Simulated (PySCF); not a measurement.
Isomers of C3H5N. Level of theory: TDDFT PBE0/def2-SVPD, vertical, gas phase, core orbitals frozen in the response in PySCF 2.14.0, density-fitted response routines. Geometries: GFN2-xTB; one conformer of each isolated species. Triplets are in the Tamm–Dancoff approximation.

A. `[H]/N=C\C=C`
B. `C1=NCC1`
C. `[C-]#[N+]CC`

Lowest singlet levels (six at most, fewer where fewer were computed) with oscillator strengths:

1. 240 nm (f 0.001); 174 nm (f 0.028); 165 nm (f 0.000); 162 nm (f 0.002); 158 nm (f 0.049); 155 nm (f 0.126); T1 4.26 eV
2. 158 nm (f 0.028); 154 nm (f 0.000); 154 nm (f 0.065); 149 nm (f 0.013); 149 nm (f 0.003); 148 nm (f 0.043); T1 5.77 eV
3. 278 nm (f 0.003); 194 nm (f 0.565); 171 nm (f 0.001); 166 nm (f 0.044); 163 nm (f 0.000); 161 nm (f 0.021); T1 3.54 eV

Problem. Which spectrum belongs to which structure?

Solution. 1 = B, 2 = C, 3 = A.
- A: S1 at 4.46 eV, HOMO→LUMO (98%); Löwdin shares by element: HOMO nitrogen 62%, carbon 22% or more, hydrogen 8% or more; LUMO carbon 64%, nitrogen 24%; HOMO -7.60 and LUMO -1.42 eV; point group Cs, 1 of its 6 listed states under f = 0.0005.
- B: S1 at 5.17 eV, HOMO→LUMO (100%); Löwdin shares by element: HOMO nitrogen 61%, carbon 33%; LUMO carbon 45% or more, nitrogen 38%, hydrogen 7% or more; HOMO -7.39 and LUMO -0.15 eV; point group Cs, 1 of its 6 listed states under f = 0.0005.
- C: S1 at 7.87 eV, HOMO→LUMO (93%); Löwdin shares by element: HOMO carbon 82% or more, nitrogen 16%; LUMO carbon 53%, hydrogen 10% or more (atoms not listed hold the other 36%); HOMO -8.52 and LUMO 0.37 eV; point group Cs, 1 of its 6 listed states under f = 0.0005.
